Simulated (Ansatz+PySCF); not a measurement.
Two shapes of singlet C₄H₆.

Shape 1:

```xyz
10

C     0.0000    0.0037   -0.7274
C     0.0000   -0.0037    0.7274
C     0.0000    1.1141   -1.4779
C     0.0000   -1.1141    1.4779
H     0.0000   -0.9768   -1.2194
H     0.0000    0.9768    1.2194
H     0.0000    1.0675   -2.5695
H     0.0000    2.1089   -1.0210
H     0.0000   -1.0675    2.5695
H     0.0000   -2.1089    1.0210
```

Shape 2:

```xyz
10

C     0.0000    0.0040   -0.7856
C     0.0000   -0.0040    0.7856
C     0.0000    1.2033   -1.5962
C     0.0000   -1.2033    1.5962
H     0.0000   -1.0549   -1.3170
H     0.0000    1.0549    1.3170
H     0.0000    1.1529   -2.7750
H     0.0000    2.2776   -1.1027
H     0.0000   -1.1529    2.7750
H     0.0000   -2.2776    1.1027
```

Basis set: def2-SVP (spherical functions). Left uncorrelated: 4 orbitals. Charge 0, multiplicity 1.

Computed with Ansatz (development build ahead of 0.2.0); each method stands on the lowest determinant of its kind that the runs found.

(1) Which shape is lower in energy, and by how much in each method?

Results:

(1)

| method | E(2) − E(1) (eV) |
| --- | --- |
| UHF | 1.576 |
| RHF-MP2 | 1.460 |
| UHF-MP2 | 1.917 |
| RHF-CCSD | 1.426 |
| RHF-CCSD(T) | 1.304 |

Shape 1 is lower. Caution for UHF, UHF-MP2: the determinant breaks the point group; the unrestricted determinant is a mixture of spin states. Caution for RHF-MP2, RHF-CCSD, RHF-CCSD(T): an unrestricted determinant lies well below. Caution for UHF-MP2: another reference gives a lower total.
